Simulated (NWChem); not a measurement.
The numbers come from NWChem runs, not from measurements. System: C$_{2}$H$_{5}$, charge 0, spin multiplicity 2, at a geometry optimised with UB3LYP/def2-SVP. The structure started from a generated list of species. Its SCF solution wasn't tested for a lower state. Level: UMP2/def2-TZVP, 2 core orbitals frozen.

Job file:

```
start mol
memory heap 200 mb stack 900 mb global 1100 mb
geometry units angstroms nocenter noautoz noautosym
  C      0.786718    -0.111259    -0.017825
  C     -0.685588     0.101544    -0.001895
  H      1.478943     0.705476     0.202420
  H      1.207495    -1.114605    -0.125421
  H     -1.125296    -0.099810     0.999128
  H     -0.958487     1.139104    -0.255640
  H     -1.209431    -0.571879    -0.702167
end
basis spherical
  * library def2-tzvp
end
scf
  uhf
  nopen 1
  maxiter 100
  thresh 1e-7
  semidirect memsize 60000000 filesize 0
  # guess.movecs holds the orbitals of an unrestricted PBE0 run
  vectors input guess.movecs output mol.movecs
end
mp2
  freeze core 2
end
task mp2 energy
```

Part of the output:

```
             Northwest Computational Chemistry Package (NWChem) 7.3.0
             --------------------------------------------------------

                                NWChem Input Module
                                -------------------

 Scaling coordinates for geometry "geometry" by  1.889725989
 (inverse scale =  0.529177249)

                             Geometry "geometry" -> ""
                             -------------------------

 Output coordinates in angstroms (scale by  1.889725989 to convert to a.u.)

  No.       Tag          Charge          X              Y              Z
 ---- ---------------- ---------- -------------- -------------- --------------
    1 C                    6.0000     0.78671800    -0.11125900    -0.01782500
    2 C                    6.0000    -0.68558800     0.10154400    -0.00189500
    3 H                    1.0000     1.47894300     0.70547600     0.20242000
    4 H                    1.0000     1.20749500    -1.11460500    -0.12542100
    5 H                    1.0000    -1.12529600    -0.09981000     0.99912800
    6 H                    1.0000    -0.95848700     1.13910400    -0.25564000
    7 H                    1.0000    -1.20943100    -0.57187900    -0.70216700

 Effective nuclear repulsion energy (a.u.)      36.7605030767

            Nuclear Dipole moment (a.u.)
            ----------------------------
        X                 Y               Z
 ---------------- ---------------- ----------------
     0.0000075589    -0.0000075589     0.0000000000


 Summary of "ao basis" -> "" (spherical)
 ------------------------------------------------------------------------------
       Tag                 Description            Shells   Functions and Types
 ---------------- ------------------------------  ------  ---------------------
 *                         def2-tzvp                  on all atoms

 Summary of "ao basis" -> "ao basis" (spherical)
 ------------------------------------------------------------------------------
       Tag                 Description            Shells   Functions and Types
 ---------------- ------------------------------  ------  ---------------------
 C                         def2-tzvp                11       31   5s3p2d1f
 H                         def2-tzvp                 4        6   3s1p

                                 NWChem SCF Module
                                 -----------------

  ao basis        = "ao basis"
  functions       =    92
  atoms           =     7
  alpha electrons =     9
  beta  electrons =     8
  charge          =   0.00
  wavefunction    = UHF
  use symmetry    = F
  symmetry adapt  = F

 Summary of "ao basis" -> "ao basis" (spherical)
 ------------------------------------------------------------------------------
       Tag                 Description            Shells   Functions and Types
 ---------------- ------------------------------  ------  ---------------------
 C                         def2-tzvp                11       31   5s3p2d1f
 H                         def2-tzvp                 4        6   3s1p

 Forming initial guess at       0.0s

 Starting SCF solution at       0.0s

 ----------------------------------------------
         Quadratically convergent UHF

 Convergence threshold     :          1.000E-07
 Maximum no. of iterations :          100
 Integral*density screening:          1.000E-09
 ----------------------------------------------

              iter       energy          gnorm     gmax       time
             ----- ------------------- --------- --------- --------
                 1      -78.6176251665  3.78D-01  7.13D-02      0.6
                 2      -78.6272022168  2.08D-02  7.23D-03      0.8
                 3      -78.6273685401  4.32D-04  1.89D-04      1.3
                 4      -78.6273686246  1.63D-07  2.78D-08      2.1
                 5      -78.6273686246  3.67D-09  7.08D-10      2.6

       Final UHF  results
       ------------------

         Total SCF energy =    -78.627368624623
      One electron energy =   -177.506362830560
      Two electron energy =     62.118491129221
 Nuclear repulsion energy =     36.760503076716

                       Sz =      0.5000
                 Sz(Sz+1) =      0.7500
                      S^2 =      0.7640

        Time for solution =      2.6s

          Final alpha eigenvalues
          -----------------------

              1
    1  -11.2309
    2  -11.2211
    3   -1.0269
    4   -0.8357
    5   -0.6142
    6   -0.5724
    7   -0.5430
    8   -0.5011
    9   -0.3494
   10    0.1508
   11    0.1846
   12    0.2076
   13    0.2251
   14    0.2465
   15    0.2976
   16    0.3150
   17    0.3495
   18    0.3554
   19    0.3713

          Final beta eigenvalues
          ----------------------

              1
    1  -11.2244
    2  -11.2067
    3   -0.9904
    4   -0.7825
    5   -0.6041
    6   -0.5400
    7   -0.5310
    8   -0.4956
    9    0.1274
   10    0.1528
   11    0.1960
   12    0.2099
   13    0.2281
   14    0.2493
   15    0.3026
   16    0.3179
   17    0.3511
   18    0.3651
   19    0.4233

                    UHF Final Alpha Molecular Orbital Analysis
                    ------------------------------------------

 Vector    7  Occ=1.000000D+00  E=-5.429894D-01
              MO Center=  1.1D-01, -1.1D-02, -3.0D-02, r^2= 1.7D+00
   Bfn.  Coefficient  Atom+Function         Bfn.  Coefficient  Atom+Function
  ----- ------------  ---------------      ----- ------------  ---------------
     6      0.295709  1 C  px                37     -0.268549  2 C  px
     9      0.260618  1 C  px                40     -0.220872  2 C  px
[...]
    40     -0.264574  2 C  px                 9      0.207759  1 C  px

 Vector    8  Occ=1.000000D+00  E=-4.956265D-01
              MO Center=  4.1D-02,  4.7D-02, -1.2D-01, r^2= 2.4D+00
   Bfn.  Coefficient  Atom+Function         Bfn.  Coefficient  Atom+Function
  ----- ------------  ---------------      ----- ------------  ---------------
    38      0.221665  2 C  py                 7     -0.195814  1 C  py
    41      0.193278  2 C  py                64     -0.185195  3 H  s
    70      0.183372  4 H  s                 82      0.178667  6 H  s
    88     -0.163188  7 H  s

 Vector    9  Occ=0.000000D+00  E= 1.274024D-01
              MO Center=  7.2D-01, -9.7D-02, -5.9D-02, r^2= 2.8D+00
   Bfn.  Coefficient  Atom+Function         Bfn.  Coefficient  Atom+Function
  ----- ------------  ---------------      ----- ------------  ---------------
    14      0.810104  1 C  pz                77     -0.439018  5 H  s
     8      0.259226  1 C  pz                89      0.156111  7 H  s

 Vector   10  Occ=0.000000D+00  E= 1.527666D-01
              MO Center= -9.7D-01,  1.3D-01,  3.0D-02, r^2= 6.4D+00
   Bfn.  Coefficient  Atom+Function         Bfn.  Coefficient  Atom+Function
  ----- ------------  ---------------      ----- ------------  ---------------
    36      6.912690  2 C  s                 77     -2.155519  5 H  s
    83     -2.152340  6 H  s                 89     -2.152249  7 H  s
    12      1.185971  1 C  px                 5     -1.131130  1 C  s
    35     -0.739004  2 C  s                 71     -0.675579  4 H  s
    65     -0.639708  3 H  s                 34      0.289272  2 C  s

 Vector   11  Occ=0.000000D+00  E= 1.960368D-01
              MO Center=  1.1D+00, -1.4D-01,  5.6D-02, r^2= 6.7D+00
   Bfn.  Coefficient  Atom+Function         Bfn.  Coefficient  Atom+Function
  ----- ------------  ---------------      ----- ------------  ---------------
     5      4.974473  1 C  s                 36     -3.597409  2 C  s
    65     -2.111910  3 H  s                 71     -2.040304  4 H  s
    43     -0.979081  2 C  px                77      0.898015  5 H  s
    89      0.625995  7 H  s                 83      0.474478  6 H  s
     9     -0.382727  1 C  px                 4      0.359101  1 C  s

 center of mass
 --------------
 x =   0.03917759 y =  -0.00376381 z =  -0.00763944

 moments of inertia (a.u.)
 ------------------
          18.935680755254           8.854653289254           0.112398697575
           8.854653289254          78.686421765413          -1.131235539279
           0.112398697575          -1.131235539279          85.985024511838

  Mulliken analysis of the total density
  --------------------------------------

    Atom       Charge   Shell Charges
 -----------   ------   -------------------------------------------------------
    1 C    6     6.28   0.85  1.12  0.49  0.67  0.15  1.20  1.32  0.41  0.02  0.04  0.01
    2 C    6     6.27   0.85  1.12  0.47  0.67  0.06  1.25  1.41  0.36  0.02  0.06  0.00
    3 H    1     0.88   0.26  0.49  0.10  0.02
    4 H    1     0.88   0.26  0.49  0.10  0.02
    5 H    1     0.90   0.26  0.49  0.12  0.02
    6 H    1     0.90   0.26  0.49  0.12  0.02
    7 H    1     0.90   0.26  0.49  0.12  0.02

  Mulliken analysis of the alpha density
  --------------------------------------

    Atom       Charge   Shell Charges
 -----------   ------   -------------------------------------------------------
    1 C    6     3.76   0.43  0.56  0.26  0.36  0.10  0.79  0.92  0.31  0.01  0.02  0.00
    2 C    6     3.05   0.43  0.56  0.23  0.32  0.02  0.60  0.67  0.16  0.01  0.04  0.00
    3 H    1     0.40   0.12  0.22  0.04  0.01
    4 H    1     0.40   0.12  0.22  0.04  0.01
    5 H    1     0.48   0.14  0.27  0.07  0.01
    6 H    1     0.46   0.13  0.25  0.06  0.01
    7 H    1     0.46   0.13  0.25  0.06  0.01

   Mulliken analysis of the beta density
   -------------------------------------

    Atom       Charge   Shell Charges
 -----------   ------   -------------------------------------------------------
    1 C    6     2.52   0.43  0.56  0.22  0.31  0.05  0.41  0.41  0.10  0.01  0.02  0.00
    2 C    6     3.22   0.43  0.56  0.24  0.35  0.04  0.64  0.74  0.20  0.01  0.02  0.00
    3 H    1     0.48   0.14  0.27  0.06  0.01
    4 H    1     0.48   0.14  0.27  0.06  0.01
    5 H    1     0.41   0.12  0.23  0.05  0.01
    6 H    1     0.44   0.13  0.24  0.06  0.01
    7 H    1     0.44   0.13  0.24  0.06  0.01

   Mulliken analysis of the spin density
   -------------------------------------

    Atom       Charge   Shell Charges
 -----------   ------   -------------------------------------------------------
    1 C    6     1.24   0.00 -0.00  0.04  0.05  0.05  0.38  0.51  0.22 -0.00  0.00 -0.00
    2 C    6    -0.18  -0.00  0.00 -0.01 -0.03 -0.01 -0.04 -0.07 -0.04  0.00  0.02  0.00
    3 H    1    -0.09  -0.02 -0.05 -0.02  0.01
    4 H    1    -0.09  -0.02 -0.05 -0.02  0.01
    5 H    1     0.07   0.02  0.04  0.01 -0.00
    6 H    1     0.02   0.00  0.01  0.00 -0.00
    7 H    1     0.03   0.01  0.01  0.00 -0.00

       Multipole analysis of the density wrt the origin
       ------------------------------------------------

     L   x y z        total         alpha         beta         nuclear
     -   - - -        -----         -----         ----         -------
     0   0 0 0     -0.000000     -9.000000     -8.000000     17.000000

     1   1 0 0     -0.063347     -0.695142      0.631788      0.000008
     1   0 1 0      0.002173      0.098697     -0.096516     -0.000008
     1   0 0 1      0.038477      0.051810     -0.013333      0.000000

     2   2 0 0    -10.800665    -31.716419    -28.460513     49.376267
     2   1 1 0      0.064267      2.899467      2.640150     -5.475350
     2   1 0 1      0.150513      0.264893     -0.262627      0.148247
     2   0 2 0    -10.230047    -11.667071    -11.100070     12.537095
     2   0 1 1      0.195993     -0.291754     -0.597760      1.085507
     2   0 0 2    -11.395006     -9.877862     -7.285410      5.768266

                   NWChem MP2 Semi-direct Energy/Gradient Module
                   ---------------------------------------------

  Basis functions       =     92
  Molecular orbitals    =     92
  Frozen core           =      2
  Frozen virtuals       =      0
  Active alpha occupied =      7
  Active beta occupied  =      6
  Active alpha virtual  =     83
  Active beta virtual   =     84
  Use MO symmetry       = F
  Use skeleton AO sym   = F

  AO/Fock/Back tols     =   1.0D-09  1.0D-09  1.0D-09

 GA uses MA = F    GA memory limited = T

 Available:
  local mem=  1.26D+08
 global mem=  1.44D+08
 local disk=  0.00D+00
  mp2_memr nvloc                    83
  nvloc new                    83
   1 passes of   7:        4194304                      46304                   8463338.
   1 passes of   7: M    126140885           G      144162272           F     121946581.

 Semi-direct pass number   1 of   1  for UHF alpha       at        2.7s
  vrange nnbf                  4277
  mp2_eaftype                    32  avail_ma_in_mb                  1099
 EAF : mp2_eaftype filesize          32    4231669.
  mp2_eaf for mointskh                     32
Node 0 wrote     19.9 Mb in      0.0 s     Agg I/O rate:   872.0 Mb/s
 Done moints_semi at        3.9s
  mp2_eaftype                    32  avail_ma_in_mb                  1067
 EAF : mp2_eaftype filesize          32    4231669.
  mp2_eaf for kh                    32
 Done maket at        4.0s
 Done multipass loop at        4.0s

 GA uses MA = F    GA memory limited = T

 Available:
  local mem=  1.26D+08
 global mem=  1.44D+08
 local disk=  0.00D+00
  mp2_memr nvloc                    84
  nvloc new                    84
   1 passes of   6:        4194304                      42456                   7343619.
   1 passes of   6: M    126140885           G      144162272           F     121946581.

 Semi-direct pass number   1 of   1  for UHF beta        at        4.0s
  vrange nnbf                  4277
  mp2_eaftype                    28  avail_ma_in_mb                  1099
 EAF : mp2_eaftype filesize          28    3671810.
  mp2_eaf for mointskh                     28
Node 0 wrote     17.2 Mb in      0.0 s     Agg I/O rate:   905.8 Mb/s
 Done moints_semi at        5.2s
  mp2_eaftype                    28  avail_ma_in_mb                  1071
 EAF : mp2_eaftype filesize          28    3671810.
  mp2_eaf for kh                    28
 Done maket at        5.3s
 Done multipass loop at        5.3s

          -------------------------------------------
          SCF energy                 -78.627368624623
          Correlation energy          -0.316798152464
          Singlet pairs                0.000000000000
          Triplet pairs                0.000000000000
          Total MP2 energy           -78.944166777088
          -------------------------------------------

          ---------------------------------------------------
                    Spin Component Scaled (SCS) MP2
          Same spin pairs                     -0.067161032449
          Same spin scaling factor             0.333333333333
          Opposite spin pairs                 -0.249637120015
          Opposite spin scaling fact.          1.200000000000
          SCS-MP2 correlation energy          -0.321951554835
          Total SCS-MP2 energy               -78.949320179458
          ---------------------------------------------------

 -----------------------
 Performance information
 -----------------------

 Timer overhead =  9.64D-08 seconds/call

               Nr. of calls         CPU time (s)                 Wall time (s)                GFlops
             ---------------    -------------------     ------------------------------   -------------------
Name         Min   Avg   Max    Min     Avg     Max     Min     Avg     Max   Mx/calls   Min     Max     Sum
mp2: moin     2     2     2    2.4     2.4     2.4      2.4     2.4     2.4     1.2      0.0     0.0     0.0
mp2: make     2     2     2   0.12    0.12    0.12     0.12    0.12    0.12    6.19E-2   0.0     0.0     0.0
mp2: tota     1     1     1    2.6     2.6     2.6      2.6     2.6     2.6     2.6      0.0     0.0     0.0

 The average no. of pstat calls per process was 5.00D+00
 with a timing overhead of 4.82D-07s

 Task  times  cpu:        5.3s     wall:        5.3s

 Total times  cpu:        5.3s     wall:        5.3s
```
